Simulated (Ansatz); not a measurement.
`COC(C)C` + H₂ → `CCOC` + CH₄ at 298.15 K and 1 bar (hydrogenolysis of a C–C bond).

Isolated molecules relaxed with PBE0-D4/def2-TZVP in Ansatz; ΔE leaves out vibrations. CBS: MP2 limit from def2 TZ/QZ plus the TZ coupled-cluster correction, frozen cores. This one scheme is used for every species. Each species was taken in one conformer, which may not be the lowest.

| species | CCSD(T)/CBS energy (Eh) | H − E (kJ/mol) | S (J/(mol·K)) |
| --- | --- | --- | --- |
| `COC(C)C` | -233.39375 | 377.9 | 331.8 |
| H₂ | -1.17544 | 35.1 | 130.4 |
| `CCOC` | -194.12862 | 301.2 | 301.7 |
| CH₄ | -40.46206 | 127.4 | 186.2 |

H − E and S are ideal-gas, rigid-rotor, harmonic terms from PBE0-D4/def2-TZVP, for one conformer and one mirror image of each species. The MP2-based limit puts H₂ 0.8 mEh under its directly extrapolated value; such offsets cancel only in part. 1 Eh = 2625.50 kJ/mol, R = 8.31446 J/(mol·K).

**Question.** By hand: ΔE, ΔH, ΔS and ΔG.

**Answer.** ΔE = (-194.12862) + (-40.46206) − (-233.39375) − (-1.17544) = -0.02149 Eh = -56.4 kJ/mol. Δ(H − E) = 301.2 + 127.4 − 377.9 − 35.1 = 15.6, so ΔH = -40.8 kJ/mol. ΔS = 301.7 + 186.2 − 331.8 − 130.4 = 25.7 J/(mol·K). ΔG = -40.8 − 298.15 × (25.7)/1000 = -48.5 kJ/mol.

**Question.** By hand: the equilibrium constant, and the temperature at which ΔG would vanish if ΔH and ΔS stayed fixed.

**Answer.** log₁₀ K = −ΔG/(RT ln 10) = 8.5. ΔH and −TΔS have one sign here, so there is no such temperature.

ΔH outweighs TΔS. A doubt of 5 kJ/mol in ΔE shifts log₁₀ K by 0.9 here. Other conformers and mirror images would add mixing entropy, several J/(mol·K) or more a flexible species. These are equilibria of isolated gas molecules and say nothing of rates. Largest T1 diagnostic: 0.010 (customary marks: 0.02 for closed shells, 0.045 for open ones).
